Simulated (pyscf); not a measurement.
PySCF, gas phase, ωB97X-D3(BJ)/def2-SVP geometries.

Task: Estimate by transition-state theory (the high-pressure limit) the rate constant of `[CH3][CH2][CdH]` + `[CH2]=[CH2]` → `[CH3][CH2][Cd][CH2][CH3]` (singlet surface; Cd–H broken, C–Cd, C–H formed) at 600 K, with ωB97M-D3(BJ)/def2-TZVP energies (ideal gas, 1 atm, RRHO with modes under 100 cm⁻¹ raised to 100, one conformer, R ln 2 for chiral ones without a mode under 150 cm⁻¹; no tunnelling).

Result: The electronic barrier is 30.7 kcal/mol and the thermal terms add +22.1, so ΔG‡ = 52.8 kcal/mol. With k_BT/h = 1.25e+13 s⁻¹ and RT = 1.192 kcal/mol, and a volume of 8.18e-20 cm³ per molecule at 1 atm, k = 6.1e-26 cm³ molecule⁻¹ s⁻¹. The product is born with the 55 kcal/mol of the reverse barrier and needs collisions to keep. Wigner's tunnelling factor for 1014i cm⁻¹ would be 1.25. A shift of 1 kcal/mol in the barrier changes k by a factor 2.3. On the reactant side the descent ends in a complex, 4.4 kcal/mol under the separated species and 32.5 kcal/mol under the saddle at ωB97X-D3(BJ)/def2-TZVP. On the product side the descent ends in a point that may be a rotor saddle (no frequency run), 2.8 kcal/mol over the lowest minimum found and 53.2 kcal/mol under the saddle at ωB97X-D3(BJ)/def2-TZVP. At the saddle there is also a short C–Cd contact that neither side keeps. At ωB97X-D3(BJ)/def2-TZVP the barrier from the zero used here is 28.1 kcal/mol. One saddle was located; it need not be the lowest between these sides. Elements past Kr carry the def2 core potentials, without spin-orbit coupling.
